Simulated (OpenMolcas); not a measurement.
# C3H7F (SMILES CC(C)F) at CCSD(T)/ANO-XS-VDZ (DKH2)

What is the vertical electron affinity of C3H7F at CCSD(T)/ANO-XS-VDZ (DKH2)? 

The results are computed with OpenMolcas 26.06.

2 further runs of the same task are left out: 2 that didn't finish.

### 1 The molecule

The species is C3H7F (11 atoms), meant as a singlet with charge 0. As SMILES, `CC(C)F`. Geometry: relaxed at PBE0-D4/def2-TZVP.

Bond lengths: C1–C2 1.508 Å, C2–C3 1.508 Å, C2–F4 1.396 Å, C1–H5 1.091 Å, C1–H6 1.092 Å, C1–H7 1.092 Å, C2–H8 1.096 Å, C3–H9 1.092 Å, C3–H10 1.091 Å, C3–H11 1.092 Å. Some angles: C1–C2–C3 113.9°, C1–C2–F4 108.3°, C3–C2–F4 108.3°, C1–C2–H8 110.1°, C3–C2–H8 110.1°, F4–C2–H8 105.9°, C2–C1–H5 110.6°, C2–C1–H6 110.3°, C2–C1–H7 110.4°, C2–C3–H9 110.4°.

### 2 The energy at CCSD(T)/ANO-XS-VDZ (DKH2)

The input, geom.xyz:

```xyz
11

C     -0.234500     1.045100    -0.703000
C     -0.479600    -0.306600    -0.081300
C      0.626400    -0.766200     0.834700
F     -0.614100    -1.242400    -1.108400
H     -1.041900     1.303400    -1.390000
H     -0.180600     1.814100     0.071000
H      0.707700     1.043900    -1.256000
H     -1.436600    -0.307200     0.453700
H      1.578500    -0.788700     0.299400
H      0.417300    -1.766700     1.216600
H      0.722800    -0.085600     1.683800
```

The input, job.inp:

```
* C3H7F CCSD(T)
&GATEWAY
COORD = geom.xyz
BASIS = ANO-XS-VDZ
GROUP = NoSym
&SEWARD
RELATIVISTIC = R02E00
&SCF
PRORBITALS = 1 1
&RASSCF
FILEORB = $Project.ScfOrb
SPIN = 1
NACTEL = 0 0 0
INACTIVE = 17
RAS2 = 0
OUTORBITALS = Canonical
ORBLISTING = Nothing
&MOTRA
JOBIPH
FROZEN = 4
&CCSDT
CCT
TRIPLES = 2
ITERATIONS = 50
EXTRAPOLATION = 5 4
```

On the command line:

```sh
$ export MOLCAS_MEM=1860
$ pymolcas job.inp > job.log
```

Log:

```text
--- Start Module: gateway ---
[...]
--- Stop Module: gateway /rc=_RC_ALL_IS_WELL_ ---
[...]
      Basis functions           50
[...]
       Convergence after  10 Iterations
[...]
::    Total SCF energy                               -217.1763711112
[...]
      Total spin, S                                     0.0000000000
[...]
      Number of active orbitals                  0
[...]
      Spin quantum number                      0.0
[...]
      Active orbitals                            0
[...]
      Number of CSFs                             1
[...]
      Number of root(s) required                 1
[...]
      Convergence after  4 iterations
[...]
      Natural orbitals and occupation numbers for root  1
      ************************************************************************************************************************
      *                                                    Final results                                                     *
      ************************************************************************************************************************
[...]
::    RASSCF root number  1 Total energy:   -217.17637111
[...]
      Total electronic charge=   34.000000
      Total            charge=   -0.000000
[...]
      Dipole Moment (debye):
      Origin of the operator (angstrom)=   -0.1925   -0.3660   -0.3121
                   X=  3.4589E-01               Y=  1.6461E+00               Z=  1.7455E+00           Total=  2.4241E+00
      Quadrupole Moment (debye*angstrom):
[...]
--- Start Module: motra ---
[...]
      *** WARNING: Default frozen orbitals is overwritten by user input.
      *** Default values:   4
[...]
--- Stop Module: motra /rc=_RC_ALL_IS_WELL_ ---
--- Start Module: ccsdt ---
[...]
      Convergence after                    14  Iterations
      Total energy (diff) :    -217.60035769       0.00000003
[...]
 METHOD                       : CCSD+T(CCSD)+<T3(1)WT1> = CCSD(T)
[...]
       CCSD     =      -217.6003576866607
[...]
--- Stop Module: ccsdt /rc=_RC_ALL_IS_WELL_ ---
[...]
```

It took 9.9 s on 1 thread of Arm Neoverse V2, shared host; peak memory 0.38 GiB.

### 3 The doublet anion, same level

geom.xyz is that of step 2.

The input, job.input:

```
&GATEWAY
 Coord=geom.xyz
 Basis=ANO-XS-VDZ
 Group=NoSym

&SEWARD
 Relativistic=R02E00

&SCF
 UHF
 Charge=-1
 Spin=2
 PrOrbitals=1 1

&RASSCF
 FileOrb=$Project.UnaOrb
 Spin=2
 Nactel=1 0 0
 Inactive=17
 Ras2=1
 OutOrbitals=Canonical
 OrbListing=Nothing

&MOTRA
 JobIph
 Frozen=4

&CCSDT
 CCT
 Triples=3
 Iterations=50
 Extrapolation=5 4
```

On the command line:

```sh
$ export MOLCAS_MEM=1860
$ pymolcas job.input > job.log
```

Log:

```text
--- Start Module: gateway ---
[...]
--- Stop Module: gateway /rc=_RC_ALL_IS_WELL_ ---
[...]
      Basis functions           50
[...]
       Convergence after  19 Iterations
[...]
::    Total SCF energy                               -216.9781073010
[...]
      Total spin, S                                     0.5015386613
[...]
      Number of active orbitals                  1
[...]
      Spin quantum number                      0.5
[...]
      Active orbitals                            1
[...]
      Number of CSFs                             1
[...]
      Number of root(s) required                 1
[...]
      Convergence after 12 iterations
[...]
      printout of CI-coefficients larger than  0.05 for root  1
      energy=    -216.977116
      conf/sym  1     Coeff  Weight
             1  u   1.00000 1.00000
      Natural orbitals and occupation numbers for root  1
      sym 1:   1.000000
      ************************************************************************************************************************
      *                                                    Final results                                                     *
[...]
::    RASSCF root number  1 Total energy:   -216.97711566
[...]
      Total electronic charge=   35.000000
      Total            charge=   -1.000000
[...]
      Dipole Moment (debye):
      Origin of the operator (angstrom)=   -0.1925   -0.3660   -0.3121
                   X= -3.7523E-01               Y= -1.3877E+00               Z= -1.4249E+00           Total=  2.0241E+00
      Center of Charge (angstrom)
[...]
--- Start Module: motra ---
[...]
      *** WARNING: Default frozen orbitals is overwritten by user input.
      *** Default values:   4
[...]
--- Stop Module: motra /rc=_RC_ALL_IS_WELL_ ---
--- Start Module: ccsdt ---
[...]
      Convergence after                    18  Iterations
      Total energy (diff) :    -217.41821329      -0.00000000
[...]
 METHOD                       : CCSD+T(CCSD)+<T3(1)WT1>+<T3(1)UT2> = CCSD(T)
[...]
       CCSD     =      -217.4182132897426
[...]
--- Stop Module: ccsdt /rc=_RC_ALL_IS_WELL_ ---
[...]
```

It took 11 s on 1 thread of Arm Neoverse V2, shared host; peak memory 0.38 GiB.

### 4 Results

Level: CCSD(T)/ANO-XS-VDZ (DKH2), 4 core orbitals frozen.

```
                                                  quantity          value
                               singlet C3H7F: total energy  -217.60846 Eh
         singlet C3H7F: dipole moment (mean-field density)         2.42 D
        singlet C3H7F: HOMO energy (Hartree–Fock orbitals)      -13.13 eV
        singlet C3H7F: LUMO energy (Hartree–Fock orbitals)        5.59 eV
      singlet C3H7F: HOMO–LUMO gap (Hartree–Fock orbitals)       18.72 eV
singlet C3H7F: correlation energy (4 core orbitals frozen)     -432.1 mEh
                             singlet C3H7F: (T) correction      -8.10 mEh
                               doublet anion: total energy  -217.42816 Eh
                             doublet anion: (T) correction      -9.95 mEh
         vertical electron affinity (to the doublet anion)      -4.906 eV
```

In words: The anion lies 4.91 eV (473 kJ/mol) above the neutral: the electron isn't bound at this level, and such a value depends on the basis. Without diffuse functions anions come out too high. Mulliken charges (singlet C3H7F) of the mean-field density run from -0.49 on C1 to +0.19 on C2; they depend strongly on the basis. The triples (singlet C3H7F) make up 1.9 % of the correlation energy.
